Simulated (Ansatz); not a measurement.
```yaml
crystal:
  periodic: [false, false, false]
  atoms:
    - {symbol: Ga, position_ang: [0.000000, 0.000000, -2.309020]}
    - {symbol: S, position_ang: [0.000000, 0.000000, 0.000000]}
    - {symbol: Ga, position_ang: [0.000000, 0.000000, 2.309020]}
basis:
  gaussian: {orbitals: def2-TZVP}
magnetization: {spin_polarized: true, initial_magnetization: 2}
hamiltonian: {xc: pbe0}
relax: {f_tol: 0.004, max_steps: 80}
```

```sh
$ ansatz run in.yaml --threads 1 --pin off --events-out ev --progress --plain --max-ram 2176MiB
```

Steps of the relaxation (energy above the last step; positions in Å, forces in eV/Å):

```
3
step 1, 84.8 meV
Ga    0.000    0.000   -2.309    0.000    0.000    0.841
S     0.000    0.000    0.000    0.000    0.000    0.000
Ga    0.000    0.000    2.309    0.000    0.000   -0.841
```

```
3
step 2, 8.6 meV
Ga    0.000    0.000   -2.244    0.000    0.000    0.299
S     0.000    0.000    0.000    0.000    0.000    0.000
Ga    0.000    0.000    2.244    0.000    0.000   -0.299
```

```
3
step 3, 0.2 meV
Ga    0.000    0.000   -2.212    0.000    0.000   -0.047
S     0.000    0.000    0.000    0.000    0.000    0.000
Ga    0.000    0.000    2.212    0.000    0.000    0.047
```

```
3
step 4, 0.0 meV
Ga    0.000    0.000   -2.216    0.000    0.000    0.001
S     0.000    0.000    0.000    0.000    0.000    0.000
Ga    0.000    0.000    2.216    0.000    0.000   -0.001
```

Close pairs at the end: Ga1–S2 2.216 Å, S2–Ga3 2.216 Å.

A stationary point of unrestricted PBE0 after 4 steps, with ⟨S²⟩ = 2.021 against 2.00 for a pure state; no frequencies were run, so it isn't proven a minimum. 2.5 min on 1 thread of Arm Neoverse N1, shared host.
